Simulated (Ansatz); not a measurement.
# BH3+ (doublet): the correlation ladder at scale of all distances = 1.517, aug-cc-pVDZ

How much of the correlation energy of BH3+ (doublet) does each wave-function method recover here?

The runs use Ansatz 0.2.0, Gaussian basis; aug-cc-pVDZ, core rule «outside noble gas», up to 1 orbitals frozen.

The runs, in order: UHF; CCSD(T) on ROHF; CCSD(T) on UHF; BCCD(T) on ROHF; CISD; CCSDT(Q) on ROHF; CCSDT(Q) on UHF; CASSCF and MRCISD+Q, 3 electrons in 3 orbitals; CASSCF and NEVPT2, 3 electrons in 3 orbitals; CASSCF and MRCISD+Q, 5 electrons in 7 orbitals; CASSCF and NEVPT2, 5 electrons in 7 orbitals; Full CI.

16 further runs of the same task are left out: 12 that didn't finish, 4 set aside as unsound or not needed.

### Step 1. The system

The geometry derives from a PBE0/def2-TZVP stationary point (not a proven minimum). All distances are scaled together.

4 atoms, charge 1, spin multiplicity 2.

Atoms are counted from 1 here; the program's logs count them from 0.

No contacts short enough for the rule that draws bonds.

### Step 2. UHF

in.yaml reads:

```yaml
crystal:
  periodic: [false, false, false]
  atoms:
    - {symbol: B, position_ang: [0.000000, 0.000000, 0.103368]}
    - {symbol: H, position_ang: [0.000000, 1.088878, -1.496681]}
    - {symbol: H, position_ang: [0.000000, 0.000000, 1.884651]}
    - {symbol: H, position_ang: [0.000000, -1.088878, -1.496681]}
basis:
  gaussian: {orbitals: aug-cc-pVDZ}
total_charge: 1
magnetization: {spin_polarized: true, initial_magnetization: 1}
hamiltonian: {xc: hf}
output: {orbitals: {seedname: orbitals}}
```

Started as:

```
ansatz run in.yaml --threads 1 --pin off --events-out ev --progress --plain --max-ram 2393MiB
```

The runs that follow: CCSD(T) on ROHF; CCSD(T) on UHF; BCCD(T) on ROHF; CISD; CCSDT(Q) on ROHF; CCSDT(Q) on UHF; CASSCF and MRCISD+Q, 3 electrons in 3 orbitals; CASSCF and NEVPT2, 3 electrons in 3 orbitals; CASSCF and MRCISD+Q, 5 electrons in 7 orbitals; CASSCF and NEVPT2, 5 electrons in 7 orbitals; Full CI.

Before running them: what should the planned runs give, taken together? Wanted: FCI below the RHF energy; RMP2 from FCI; UMP2 from FCI; RCCSD from FCI; RCCSD(T) from FCI; UCCSD(T) from FCI; RCCSDT(Q) from FCI; UCCSDT(Q) from FCI; NEVPT2 pair from FCI.

As calculated:

| quantity | value |
| --- | --- |
| FCI below the RHF energy | -3.6235 eV |
| RMP2 from FCI | +112.7 kJ/mol |
| UMP2 from FCI | +129.6 kJ/mol |
| RCCSD from FCI | +17.6 kJ/mol |
| RCCSD(T) from FCI | +5.8 kJ/mol |
| UCCSD(T) from FCI | +7.9 kJ/mol |
| RCCSDT(Q) from FCI | +0.1 kJ/mol |
| UCCSDT(Q) from FCI | +0.1 kJ/mol |
| NEVPT2 pair from FCI | +88.2 kJ/mol |
| MRCISD+Q pair from FCI | -2.8 kJ/mol |
| NEVPT2 valence from FCI | +22.7 kJ/mol |
| levels within 1 kcal/mol (43 meV) | RCCSDT, UCCSDT, RCCSDT(Q), UCCSDT(Q), MRCISD+Q pair, MRCISD valence, MRCISD+Q valence |
| T1 diagnostic | 0.051 |
| effectively unpaired electrons | 1.25 |

**Reading.** RCCSD(T) misses by +5.8 kJ/mol, 1.6 % of the correlation energy. CCSD(T) misses by +5.8 kJ/mol on the restricted determinant and by +7.9 kJ/mol on the unrestricted one; the two need not hold the same state or core. MRCISD+Q pair falls below full CI: the +Q correction isn't variational, and the cores differ from full CI's. The occupations show some static correlation. Of the multireference levels listed MRCISD+Q valence comes nearest in total energy (+2.1 kJ/mol), which doesn't show that its space is the better one. Coupled cluster took another determinant than the lowest Hartree-Fock one. These misses are within one basis, not against nature; the frozen cores of restricted and unrestricted runs differ, which can shift their rows.
